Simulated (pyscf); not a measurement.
Structures and frequencies: ωB97X-D3(BJ)/def2-SVP in PySCF.

Q: PBE/def2-TZVP puts the barrier of `[OH][Si]([Cl])([Cl])[Cl]` + `[H]` [doublet] → `[OH][Si]([Cl])[Cl]` [doublet] + `[ClH]` (atom transfer; doublet surface; Cl–Si broken, Cl–H formed) at 11.3 kcal/mol and the reaction energy at +3.2 kcal/mol, from the separated reactants. What do r²SCAN/def2-TZVP, B3LYP-D3(BJ)/def2-TZVP, ωB97M-D3(BJ)/def2-TZVP give on the same structures?

A: r²SCAN: ΔE‡ = 14.0 kcal/mol, ΔE = +5.1 kcal/mol; B3LYP-D3(BJ): ΔE‡ = 14.7 kcal/mol, ΔE = +3.7 kcal/mol; ωB97M-D3(BJ): ΔE‡ = 22.6 kcal/mol, ΔE = +8.5 kcal/mol. PBE's barrier lies under all of them, by 2.6 to 11.3 kcal/mol. Its reaction energy lies under all of them, by 0.5 to 5.3 kcal/mol. This is the saddle that the search found; another between the same sides may lie lower. The angle at the transferred Cl is 176°.
